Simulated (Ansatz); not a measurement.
Start from `C=C(F)C#CC` and change one atom or group to get `C=C(C)C#CC`.

Ansatz, PBE0-D4/def2-TZVP geometries, multiplicity 1. 

```
                                          property  `C=C(F)C#CC`
                HOMO energy (PBE0/def2-TZVPP) / eV         -6.94
              HOMO–LUMO gap (PBE0/def2-TZVPP) / eV          6.21
                LUMO energy (PBE0/def2-TZVPP) / eV         -0.73
                 HOMO energy (PBE/def2-TZVPP) / eV         -5.84
size of the dipole moment (ωB97M-V/def2-TZVPP) / D          2.26
             HOMO–LUMO gap (B3LYP/def2-TZVPP) / eV          5.79
```

Problem. Give the same properties after the change, and the shifts. (Best estimate.)

Solution. Computed: 
```csv
property,`C=C(C)C#CC`,shift
HOMO energy (PBE0/def2-TZVPP) / eV,-6.58,0.36
HOMO–LUMO gap (PBE0/def2-TZVPP) / eV,6.14,-0.07
LUMO energy (PBE0/def2-TZVPP) / eV,-0.44,0.29
HOMO energy (PBE/def2-TZVPP) / eV,-5.55,0.29
size of the dipole moment (ωB97M-V/def2-TZVPP) / D,0.71,-1.55
HOMO–LUMO gap (B3LYP/def2-TZVPP) / eV,5.73,-0.06
```

With PBE0 the HOMO rises by 0.36 eV and the LUMO rises by 0.29 eV, so the gap narrows by about 0.07 eV. PBE moves the HOMO by 0.29 eV and ωB97M-V by 0.37 eV. Dipoles are sizes alone; their direction can turn.

B3LYP here is the variant with VWN-RPA as its local correlation; programs differ in this.
